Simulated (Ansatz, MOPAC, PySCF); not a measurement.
Species: O3 (charge 0, singlet). SMILES: O=[O+][O-]
Coordinates optimised at B3LYP-D3(BJ)/def2-TZVP (Ansatz, a first-principles code):
```xyz
3

O     -0.0102     1.0756    -0.2169
O      0.0093     0.0011     0.4285
O      0.0009    -1.0767    -0.2116
```
Charge 0, spin multiplicity 1.

Property: enthalpy of formation at 298 K, in kcal/mol. Conventions: 6-31G* and kin with 6d, 5d where marked; LANL2DZ all-electron up to Ne; no dispersion term unless named; no spin-orbit coupling; open shells spin-unrestricted; PM7 with its own dispersion and hydrogen-bond terms; non-relativistic. Ab initio and DFT rows: single points at B3LYP-D3(BJ) geometries (Ansatz), with unscaled harmonic terms from B3LYP/6-31G* at its own minima, enthalpies of formation by atomisation with measured atoms. Semi-empirical rows: MOPAC heats of formation at their own minima for 298 K.

Measured values: Active Thermochemical Tables 1.112 (ions: stationary electron), as tabulated in the package chemicals; they hold spin-orbit and core effects, anharmonicity. 

Value to compare with, the measured value: 33.9 kcal/mol.

```csv
level,program,enthalpy of formation at 298 K (kcal/mol),error
AM1,MOPAC,37.7,3.8
PM3,MOPAC,51.1,17.2
PM7,MOPAC,34.5,0.6
MNDO,MOPAC,48.5,14.6
B3LYP/STO-3G,Ansatz,44.4,10.5
B3LYP/LANL2DZ,Ansatz,93.5,59.6
B3LYP/6-31G*,Ansatz,40.2,6.3
B3LYP/6-31+G*,Ansatz,45.1,11.2
B3LYP/def2-SVP,Ansatz,37.9,4.0
B3PW91/6-31G* (5d),PySCF,39.8,5.9
wB97M-V/def2-TZVPD,Ansatz,42.4,8.5
wB97X-V/def2-TZVPD,Ansatz,40.3,6.4
```

Among the 10 habitual levels, B3LYP/LANL2DZ lies farthest from the measured value (59.6 kcal/mol) and PM7 nearest (0.6); 10 of 10 lie above it, and their mean absolute error is 13.4 kcal/mol, the median 8.4. One case shows no general order.

The levels are drawn from those run, B3LYP/6-31G* more often than the rest, none by its result; runs whose electronic state is in doubt are left out.
